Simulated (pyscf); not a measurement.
Thermochemistry of product channels of GeH₂ [singlet] + GeH₄ on the singlet surface, in kJ/mol, from ωB97M-D3(BJ)/def2-TZVP energies (ideal gas, 1 atm, RRHO with modes under 100 cm⁻¹ raised to 100, one conformer, R ln 2 for rigid chiral ones). PySCF, gas phase, ωB97X-D3(BJ)/def2-SVP geometries.

```csv
products,ΔE,ΔH(298 K),ΔG(298 K),ΔG(900 K)
:HGe–GeH₃ [singlet] + H₂,(withheld),-11.5,-12.0,-20.2
H₂Ge=GeH₂ + H₂,+4.5,+3.2,+7.8,+9.3
```

Task: Some entries are withheld; supply them.

Result: 
- :HGe–GeH₃ [singlet] + H₂, ΔE: -9.6

These are energies of the channels, which say nothing of barriers. H₂Ge=GeH₂ may be a fragile minimum: a first optimisation, from another start, lost the drawn bonds. Elements up to Kr have no core potential and no relativistic terms here.
